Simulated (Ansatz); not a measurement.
# AsH$_{4}$, doublet: the ladder up to UCCSDT(Q)

Geometry: that of the AsH4⁻, singlet, kept fixed.

```csv
atom,x (Å),y (Å),z (Å)
As,0.0320,0.0000,0.0000
H,-0.2144,0.0000,1.8300
H,-0.9738,-1.1394,0.0000
H,-0.9738,1.1394,0.0000
H,-0.2144,0.0000,-1.8300
```

Basis aug-cc-pVDZ; Ansatz 0.2.0. Correlated methods freeze the noble-gas cores and the filled d shells of p-block atoms, which leaves 9 electrons in 58 orbitals. R marks a restricted (for open shells ROHF) determinant, U an unrestricted one. Active spaces: valence = (9e, 8o) chosen from the atoms' valence shells. No spin–orbit coupling is included, and no scalar relativity.

Full CI isn't at hand for all of this; UCCSDT(Q) serves as the reference, and is uncertain by about the last step of the cluster series. The frozen core follows each run's orbitals, which can shift R against U totals by a few meV for light atoms and by up to 0.1 eV past Ca.

Unrestricted rows (U) aren't spin-pure: their determinants' ⟨S²⟩ exceeds S(S+1) by up to 0.12, so they mix in states of higher spin.

The UHF ⟨S²⟩ is 0.870, the T1 diagnostic (RCCSD) is 0.0321 and the largest doubles amplitude (RCCSD) is 0.107. The T1 diagnostic (UCCSD) is 0.0275.

```
   level  E − E(UCCSDT(Q)) (kJ/mol)  wall time
     UHF                      476.8          –
    UMP2                      113.5          –
   UCCSD                       18.3          –
UCCSD(T)                        3.6       13 s
  UCCSDT                        0.7          –
```

Run but not shown, since their state, orbitals or frozen core can't be matched to the reference's or they repeat it: RHF, RMP2, CISD, RCCSD, RCCSD(T), BCCD(T), RCCSDT, RCCSDT(Q), CASSCF (valence space), NEVPT2 (valence space), MRCISD (valence space), MRCISD+Q (valence space).

Times hold each run's SCF and search for its determinant on a shared host, so for small cases they say little of a method's own cost; they ran on 1 thread of Arm Neoverse V1. Some runs computed forces too.

Natural occupations of CASSCF (valence space) about the gap: 1.992 1.972 1.969 1.930 1.004 0.072 0.034 0.028; effectively unpaired electrons, Σ n²(2−n)², 1.05.
